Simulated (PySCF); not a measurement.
# CHClF2: the cost of one run

Programs: PySCF 2.14.0, with density-fitted response routines of our own. Each step states its level of theory. These are calculated values for one molecule in the gas phase, unless marked as measured. Atoms are numbered from 0 throughout.

## 1. The starting structure

5 atoms, charge 0, multiplicity 1; geometry from: MMFF94s. The atoms were then displaced at random by about 0.03 Å, so the start is not that level's minimum.

Bonds of the start (Å): F0–C1 1.27, C1–F2 1.38, C1–Cl3 1.87, C1–H4 1.07.

## 2. Relaxing the molecule at PBE0-D3(BJ)/def2-SVP

The job: settings as JSON, then the geometry in Å.

```
{"job": {"xc": "PBE0", "basis": "def2-SVP", "d3": "d3bj", "grid": 1, "shake": 0.03, "kind": "geom"}, "charge": 0, "multiplicity": 1}
F     -0.495500     1.045200    -0.523150
C     -0.095390    -0.005780     0.063520
F     -0.783550    -1.057040    -0.505720
Cl     1.756380    -0.125020    -0.204860
H     -0.307090     0.032160     1.108090
```

The run is started by

```console
> OMP_NUM_THREADS=1 python probes_run.py task.json out
```

The driver reads the jobs from task.json and runs them one after another.

**Question.** How long does this first job take on 1 thread of Arm Neoverse N1, shared host, and how much memory does it need?

About 13 s, with a peak of 0.28 GiB.
